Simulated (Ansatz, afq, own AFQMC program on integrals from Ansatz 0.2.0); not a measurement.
P, quartet → P⁺, triplet

A free P atom.

E(triplet, charge +1) − E(quartet, charge +0) at this geometry, on UHF and UHF determinants.

Basis cc-pVDZ. Only valence electrons are correlated. Ansatz 0.2.0 and our own AFQMC program on the same integrals; the CISD trial comes from CCSD amplitudes, and released means the phaseless constraint is let go. Free AFQMC starts from the CCSD state and is never constrained. Its projection time is finite, and what remains of the start isn't in its error. Error bars are statistical, one sigma. The errors of all members are added in quadrature.

Full CI on the same integrals is exact in this basis and with this determinant's frozen core.

The best estimate is CCSD(T) at the basis-set limit (CBS: def2-TZVPP and def2-QZVPP, with their diffuse functions for anions and beside diffuse sets, CCSD(T) itself extrapolated) plus the step from CCSD(T) to full CI in cc-pVDZ. Rows without CBS are in cc-pVDZ, the functionals in def2-TZVP; B2PLYP and the wave-function rows carry a basis error of their own. Core correlation and relativity beyond core potentials are missing, and ± holds the sampling alone.

```csv
level,vertical ionization energy (eV)
B2PLYP,10.327
B3LYP,10.383
PBE,10.484
```

Problem. From these cheaper values, estimate the vertical ionization energy at the level of the best estimate.

Solution. 10.527 eV (best estimate, highest rung FCI).

```tsv
level	vertical ionization energy (eV)	error against the best estimate (eV)
HF	9.936	-0.591
MP2	10.318	-0.209
CCSD	10.242	-0.285
CCSD(T)	10.245	-0.282
CCSDT	10.243	-0.284
CCSDT(Q)	10.244	-0.283
ph-AFQMC/CISD	10.248 ± 0.001	-0.279 ± 0.001
released AFQMC	10.244 ± 0.0005	-0.283 ± 0.0005
free AFQMC	10.244 ± 0.0004	-0.283 ± 0.0004
FCI	10.244	-0.283
HF/CBS	9.906	-0.622
MP2/CBS	10.550	0.023
CCSD(T)/CBS	10.528	0.000
r2SCAN	10.636	0.108
PBE0	10.529	0.002
wB97M-V	10.258	-0.270
```

Correlation beyond CCSD(T) changes it by less than 2 meV. Going to the basis-set limit adds 0.283 eV at CCSD(T). The perturbative (T) step is worth +0.003 eV. The functionals spread over 0.378 eV; PBE0 comes nearest and wB97M-V is 0.270 eV too low.

Best estimates are given only where the step beyond CCSD(T) is under 0.3 eV and no member's determinant is very poor (T1 over 0.05, or 0.07 for open shells, ⟨S²⟩ too high by 0.3, two states mixed), so the hardest cases are missing from such tables.

The functionals ran in a triple-zeta set and keep a basis error of their own, a few kJ/mol for each bond in atomization energies and more for double hybrids, so close places among them and the extrapolated levels can swap.

CCSDT and higher add their correlation energy to the determinant of the CCSD(T) run, since their own runs factorise the integrals more tightly (a shift of under 2 meV). Free projections are given only where their last times agree within the noise and don't stop above the reference; a slow remainder of the start can still hide under it. Each member of a difference takes its own highest rung, so a best estimate needn't equal the limit plus the step of one row. A walk keeps the symmetry of its determinant, which the program's search chose and which needn't be the lowest solution, so a lower state of the same spin and another symmetry isn't excluded. Released energies are given only where the last usable release times agree within the noise; a slower fall can still hide under it.
